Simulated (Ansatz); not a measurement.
This Ansatz (a first-principles code) input (r2SCAN/aug-cc-pV(T+d)Z) gives -1.17143 Eh with 46 basis functions. A basis named .json is the Basis Set Exchange file of that set (core-valence sets with the plain set on hydrogen).

Ansatz 0.2 input:
```yaml
crystal:
  periodic: [false, false, false]
  atoms:
    - {symbol: H, position_ang: [-0.00000000, -0.00000000, -0.37201156]}
    - {symbol: H, position_ang: [0.00000000, 0.00000000, 0.37201156]}
basis:
  gaussian:
    orbitals: aug-cc-pV_T+d_Z.json
    fitting: {mean_field: def2-universal-JFIT.json}
hamiltonian:
  xc: {name: r2SCAN}
magnetization: {spin_polarized: false}
```

Change:
```diff
- fitting: {mean_field: def2-universal-JFIT.json}
+ final_grid: {core_spheres: 8, valence_spheres: 7, degree: 23}
```

Question: What does the run give now?

Answer: -1.17131 Eh (r2SCAN/aug-cc-pV(T+d)Z, 46 functions), a change of +0.12 mEh.
